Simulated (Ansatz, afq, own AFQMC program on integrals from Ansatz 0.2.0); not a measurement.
**Breaking Si3–O4 in C2H8OSi, singlet**

```xyz
12

C    -1.4715   -0.3196   -0.1298
C    -0.1944   -0.5987    0.6594
Si    1.3614    0.1397   -0.0929
O     1.2692    1.8039   -0.2264
H    -1.4187   -0.7345   -1.1498
H    -1.6546    0.7631   -0.2248
H    -2.3598   -0.7558    0.3534
H    -0.2846   -0.2118    1.6897
H    -0.0284   -1.6867    0.7608
H     1.5882   -0.4736   -1.4450
H     2.5345   -0.1327    0.7850
H     0.7355    2.1515   -0.9456
```

Products: C$_{2}$H$_{7}$Si (doublet; CH3–CH2–SiH2) and HO (doublet), each relaxed with PBE0/def2-SVP like the molecule; electronic energies without zero-point terms. Determinants: RHF, UHF and UHF in that order.

Basis def2-TZVP. Noble-gas cores (and the filled d shells of Ga–Kr and In–Xe) are frozen. Integrals, coupled cluster, full CI and functionals: Ansatz 0.2.0; the random walks run on the same integrals in our own AFQMC program. ph-AFQMC/CISD is guided by a CISD state made of CCSD amplitudes; releasing the constraint for a short imaginary time cuts its bias at the price of noise, slowly where states lie close. ± is one standard error of the sampling. The errors of all members are added in quadrature.

No full CI on the walks' own integrals is used here. The released AFQMC energy serves as the reference, which it does only where one determinant dominates, the energy is flat over the last release times and near the phaseless one (40 meV or 2 meV an electron, half that with transition metals). On small molecules, where full CI could be run and the noise was under 10 meV, such values lay within 10 meV of it in 19 cases of 20, a flattering rate, since the rule was set on those same cases; what remains of the bias isn't in the error bar. Each member takes its own surest rung, up to full CI.

The best estimate is CCSD(T) at the basis-set limit (CBS: def2-TZVPP and def2-QZVPP, with their diffuse functions for anions and beside diffuse sets, CCSD(T) itself extrapolated) plus the step from CCSD(T) to AFQMC with the constraint released in def2-TZVP. Rows without CBS are in def2-TZVP; B2PLYP and the wave-function rows carry a basis error of their own. Core correlation and relativity beyond core potentials are missing, and ± holds the sampling alone.

Cautions: C₂H₈OSi (singlet): the released value is read at 0.90 1/Eh with a noise of 19 meV, more than in the cases checked (meV from the phaseless value at times in 1/Eh: -9 ± 10 at 0.21, 2 ± 21 at 0.42, -3 ± 15 at 0.63, -20 ± 19 at 0.90); C₂H₇Si (doublet): the released value is read at 1.50 1/Eh with a noise of 12 meV, more than in the cases checked (meV from the phaseless value at times in 1/Eh: -12 ± 8 at 0.24, 4 ± 7 at 0.51, -2 ± 9 at 0.99, -2 ± 12 at 1.50).

Best estimate: 548.7 ± 2.1 kJ/mol.

```json
{"level": "HF", "bond energy (kJ/mol)": "399.3", "error against the best estimate (kJ/mol)": "-149.4 ± 2.1"}
{"level": "MP2", "bond energy (kJ/mol)": "560.7", "error against the best estimate (kJ/mol)": "12.0 ± 2.1"}
{"level": "CCSD", "bond energy (kJ/mol)": "519.7", "error against the best estimate (kJ/mol)": "-29.0 ± 2.1"}
{"level": "CCSD(T)", "bond energy (kJ/mol)": "529.2", "error against the best estimate (kJ/mol)": "-19.6 ± 2.1"}
{"level": "ph-AFQMC/CISD", "bond energy (kJ/mol)": "530.4 ± 1.3", "error against the best estimate (kJ/mol)": "-18.3 ± 2.5"}
{"level": "released AFQMC", "bond energy (kJ/mol)": "531.2 ± 2.1", "error against the best estimate (kJ/mol)": "-17.5"}
{"level": "HF/CBS", "bond energy (kJ/mol)": "400.9", "error against the best estimate (kJ/mol)": "-147.8 ± 2.1"}
{"level": "MP2/CBS", "bond energy (kJ/mol)": "578.7", "error against the best estimate (kJ/mol)": "30.0 ± 2.1"}
{"level": "CCSD(T)/CBS", "bond energy (kJ/mol)": "546.4", "error against the best estimate (kJ/mol)": "-2.3 ± 2.1"}
{"level": "PBE", "bond energy (kJ/mol)": "523.1", "error against the best estimate (kJ/mol)": "-25.7 ± 2.1"}
{"level": "r2SCAN", "bond energy (kJ/mol)": "516.6", "error against the best estimate (kJ/mol)": "-32.1 ± 2.1"}
{"level": "PBE0", "bond energy (kJ/mol)": "515.1", "error against the best estimate (kJ/mol)": "-33.6 ± 2.1"}
{"level": "B3LYP", "bond energy (kJ/mol)": "515.7", "error against the best estimate (kJ/mol)": "-33.1 ± 2.1"}
{"level": "wB97M-V", "bond energy (kJ/mol)": "545.2", "error against the best estimate (kJ/mol)": "-3.5 ± 2.1"}
{"level": "B2PLYP", "bond energy (kJ/mol)": "530.3", "error against the best estimate (kJ/mol)": "-18.5 ± 2.1"}
```

Correlation beyond CCSD(T) changes it by less than twice the noise. Going to the basis-set limit adds 17.3 kJ/mol at CCSD(T). The perturbative (T) step is worth +9.4 kJ/mol. The functionals spread over 30.1 kJ/mol; wB97M-V comes nearest and PBE0 is 33.6 kJ/mol too low.

Best estimates are given only where the step beyond CCSD(T) is under 0.3 eV and no member's determinant is very poor (T1 over 0.05, or 0.07 for open shells, ⟨S²⟩ too high by 0.3, two states mixed), so the hardest cases are missing from such tables.

The functionals ran in a triple-zeta set and keep a basis error of their own, a few kJ/mol for each bond in atomization energies and more for double hybrids, so close places among them and the extrapolated levels can swap.

Each member of a difference takes its own highest rung, so a best estimate needn't equal the limit plus the step of one row. Released energies are given only where the last usable release times agree within the noise; a slower fall can still hide under it.
